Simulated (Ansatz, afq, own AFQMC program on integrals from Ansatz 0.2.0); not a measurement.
## CH₃N, triplet in cc-pVDZ, levels against CCSDT(Q)

```xyz
5

N     0.0000    0.0582    0.5542
C     0.0000   -0.1584   -0.7297
H     0.0000    0.9667    1.0152
H     0.0000   -0.7270    1.1922
H     0.0000    0.8384   -1.2134
```

Connectivity, by distances: NH2–CH.

Basis cc-pVDZ. Only valence electrons are correlated. Ansatz 0.2.0 and our own AFQMC program on the same integrals; the CISD trial comes from CCSD amplitudes, and released means the phaseless constraint is let go. Uncertainties: one standard error, sampling alone.

Determinant: UHF, the one that the program's search chose, which needn't be the lowest solution. The geometry is a PBE0/def2-TZVP stationary point of this or a neighbouring charge and spin state.

No full CI on the walks' own integrals is used here; CCSDT(Q) serves as the reference and is uncertain by about the last step of the cluster series.

Cautions: another spin lies lower (by 2.44 eV).

* T1 diagnostic: 0.0145
* weight of the determinant in the CISD state: 0.903
* ⟨S²⟩ of the determinant: 2.012
* size of the correlated space: 12 electrons in 41 orbitals

Reference: CCSDT(Q), correlation energy -8.040 eV. The released energy is read at 2.40 1/Eh (meV from the phaseless value at times in 1/Eh: -2 ± 3 at 0.24, -1 ± 3 at 0.51, -2.0 ± 2.1 at 0.99, -6 ± 3 at 1.62, -6 ± 5 at 2.40).

```tsv
level	E − E(reference) (mEh)	share of correlation (%)
HF	295.47	0.00
MP2	33.72	88.59
CCSD	7.73	97.38
CCSD(T)	1.07	99.64
CCSDT	0.50	99.83
ph-AFQMC/HF	-1.49 ± 1.04	100.51
ph-AFQMC/CISD	0.17 ± 0.12	99.94
released AFQMC	-0.05 ± 0.17	100.02
```

A walk keeps the symmetry of its determinant, which the program's search chose and which needn't be the lowest solution, so a lower state of the same spin and another symmetry isn't excluded. Released energies are given only where the last usable release times agree within the noise; a slower fall can still hide under it.
